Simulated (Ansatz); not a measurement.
fcc Al, treated with r²SCAN0 in Ansatz (plane waves, PAW).

Settings: plane-wave cutoff 520 eV, 14×14×14 k mesh, Fermi–Dirac smearing 0.05 eV, scalar-relativistic PAW data made under PBE.

Cell (relaxed at this level):

Space group Fm-3m (No. 225); a = b = c = 3.9842 Å, α = β = γ = 90.00°

```tsv
atom	site	symmetry	x	y	z
Al	4a	m-3m	0.0000	0.0000	0.0000
```
(The calculation used a cell of 1 atom; values per cell refer to that cell.)

Q: What does this level give for the bulk modulus B0?

A: 
* **bulk modulus B0**: 95.0 GPa

Measured, for comparison: bulk modulus 80.8 GPa (corrected for temperature and zero-point phonon effects, our sources range from 77.1 to 82.0; as tabulated in Levämäki et al. (2014), arXiv:1402.3671). Computed (rounded) less measured: bulk modulus +18 % (+16 % to +23 % over the range).

The computed numbers hold no vibrational or temperature effects.

Ansatz is a program for electronic structure.
